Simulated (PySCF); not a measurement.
Identify the unknown among the candidates.

All candidates are C4H5P.

- NMR, other nuclei: isotropic shieldings of nuclei other than C and H, by class: 287 (1 P) ppm [GIAO PBE0/pcSseg-1]
- 13C NMR: chemical shifts (computed TMS as zero) by class: 176.9 (1 C), 140.4 (1 C), 138.4 (1 C), 27.2 (1 C) ppm [GIAO PBE0/pcSseg-1]
- Polarisability: 77.0 au [CAM-B3LYP/def2-SVPD]
- 1H NMR: chemical shifts (computed TMS as zero) by class: 6.13 (1 H), 5.97 (1 H), 2.05 (3 H) ppm [GIAO PBE0/pcSseg-1]
- Rotational structure: rotational constants A, B, C: 9.432, 2.276, 1.855 GHz [GFN2-xTB]
- Dipole: 1.25 D [CAM-B3LYP/def2-SVPD]

Electronic properties: PySCF, gas phase, density fitting. Levels stand in brackets. Isolated species at its GFN2-xTB geometry, gas phase. NMR values are class means; diastereotopic atoms form classes of their own.

Question: Which candidate is it?
A. `P#CC1CC1`
B. `C=CP1C=C1`
C. `C/C=C/C#P`
D. `C=C(C)C#P`

Answer: D. It is `C=C(C)C#P`. Numbering: `[CH2:1]=[C:2]([CH3:3])[C:4]#[P:5]`. 4 carbons fall into 4 classes; from least to most shielded: triply bonded carbon [C4] (176.9 ppm), fully substituted alkene carbon [C2] (140.4 ppm), terminal =CH2 carbon [C1] (138.4 ppm), allylic carbon [C3] (27.2 ppm). Hydrogen classes from least to most shielded: 1 H on a terminal =CH2 carbon, C1 (6.13 ppm), 1 H on a terminal =CH2 carbon, C1 (5.97 ppm), 3 H on an allylic carbon, C3 (2.05 ppm). The other shieldings belong to: 287 ppm, phosphorus bonded to C [P5]. By its constants the optimised geometry is an asymmetric top.

The others, at the same levels:
- `P#CC1CC1` fails: it has 3 carbon classes against 4; its computed 13C shifts are 191.7 (1 C), 16.2 (2 C), 13.4 (1 C) ppm, 1H shifts are 1.70 (1 H), 0.90 (2 H), 0.89 (2 H) ppm and static isotropic polarisability is 71.3 au (against 77.0 au).
- `C/C=C/C#P` fails: its computed 13C shifts are 174.8 (1 C), 160.8 (1 C), 124.7 (1 C), 23.3 (1 C) ppm, 1H shifts are 7.00 (1 H), 6.00 (1 H), 2.02 (3 H) ppm and rotational constant A is 35.953 GHz (against 9.432 GHz).
- `C=CP1C=C1` fails: it has 3 carbon classes against 4; its computed 13C shifts are 165.8 (1 C), 135.9 (2 C), 133.4 (1 C) ppm, 1H shifts are 8.51 (2 H), 6.30 (1 H), 5.91 (1 H), 5.71 (1 H) ppm and rotational constant A is 12.078 GHz (against 9.432 GHz).

Each candidate is one conformer, not necessarily the lowest. The conformers computed, where there is a choice (atom-mapped SMILES and torsion angles):
- `[CH2:1]=[CH:2][P:3]1[CH:4]=[CH:5]1`: C1–C2–P3–C4 -159°
